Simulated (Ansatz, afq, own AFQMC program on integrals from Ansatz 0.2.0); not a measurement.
AFQMC on a folder of integrals that Ansatz 0.2.0 wrote.

```yaml
crystal:
  periodic: [false, false, false]
  atoms:
    - {symbol: Ge, position_ang: [0.000000, 0.065851, 0.523539]}
    - {symbol: N, position_ang: [0.000000, -0.258129, -2.393525]}
    - {symbol: H, position_ang: [0.000001, -1.296922, 1.283785]}
    - {symbol: H, position_ang: [0.825986, 0.069136, -2.876383]}
    - {symbol: H, position_ang: [-0.825986, 0.069134, -2.876383]}
basis:
  gaussian: {orbitals: cc-pVDZ}
magnetization: {spin_polarized: false, initial_magnetization: 2}
correlation: {method: ccsd_t, electrons: outside_noble_gas, hamiltonian_folder: ham}
```

```sh
$ ansatz run in.yaml --threads 1 --pin off --events-out ev --progress --plain --max-ram 1382MiB
```

afq runs on the folder ham with

```
--method phaseless --trial cisd --walkers 60 --populations 1 --least-time 40 --time-step 0.005 --steps-per-block 50 --equilibration-blocks 40 --max-blocks 300 --target-error 0.00084 --factor-cut 1e-05 --start spin_pure --seed 545 --release-times 0.24,0.51,0.99,1.62,2.4 --release-step 0.03 --release-every 4 --taylor-order 6
```

Times are imaginary, in 1/Eh. The walk had a cap of 1833 s. Filled inner d shells are frozen with the cores.

Output of the walk:

```
orbitals 41  electrons 7 5  factors 312 of 595
reference energy -2131.43029162 Eh
CCSD correlation -0.25433110 Eh in 17 cycles, weight of the determinant in the CISD state 0.8790
energy of the start -2131.684616 Eh
 block  time / (1/Eh)  mean weight  energy / Eh
     1     0.250  1.0001  -2131.681445
     2     0.500  0.9997  -2131.684146
     3     0.750  1.0015  -2131.683629
     4     1.000  1.0038  -2131.684906
     5     1.250  1.0021  -2131.684626
     9     2.250  0.9999  -2131.694545
    21     5.250  0.9992  -2131.684724
    41    10.250  1.0015  -2131.685282
    61    15.250  0.9994  -2131.687780
    81    20.250  0.9993  -2131.692583
    86    21.500  1.0005  -2131.682932
   101    25.250  0.9987  -2131.683239
   116    29.000  0.9993  -2131.698765
   121    30.250  1.0025  -2131.684300
   141    35.250  0.9994  -2131.694141
   161    40.250  1.0018  -2131.688119
   181    45.250  0.9996  -2131.694427
   196    49.000  1.0016  -2131.683862
blocks merged  error / Eh  count
     1  0.000349  160
     2  0.000434  80
     4  0.000500  40
     8  0.000541  20
    16  0.000530  10
released: time / (1/Eh)  energy / Eh  error  mean overlap
  0.24  -2131.691423  0.000566  1.0015
  0.51  -2131.690472  0.000539  1.0088
  0.99  -2131.691262  0.000648  0.9946
  1.62  -2131.691472  0.000656  0.9826
  2.40  -2131.690609  0.001084  0.9793
energy -2131.690423 +/- 0.000541 Eh
(rows thinned)
```

The run passed its tests (sampling time, drift between the halves within three errors, error under three times the target), which doesn't prove that it has relaxed. The second half of the sampling lies below the first by 1.7 errors of their difference, so the energy may still be moving and its error bar be too small.

Against this walk (error 14.7 meV) on the same determinant: CCSD(T) 28.0 meV higher (within the noise), CCSDT(Q) 6.5 meV lower (within the noise). The error is statistical and leaves out the bias of the constraint. Released to 1.62 1/Eh the energy moves by -29 ± 23 meV (both errors), within twice the noise.

Cautions: constraint bias not in the error; no relativity below Rb; no spin-orbit coupling; inner d shell frozen; lower spins were not checked.

The walk took 3.8 min on 1 thread of Intel(R) Xeon(R) 6975P-C (Granite Rapids), with other jobs on the host. The log's last line is the phaseless energy.

CCSDT and higher add their correlation energy to the determinant of the CCSD(T) run, since their own runs factorise the integrals more tightly (a shift of under 2 meV). A walk keeps the symmetry of its determinant, which the program's search chose and which needn't be the lowest solution, so a lower state of the same spin and another symmetry isn't excluded.
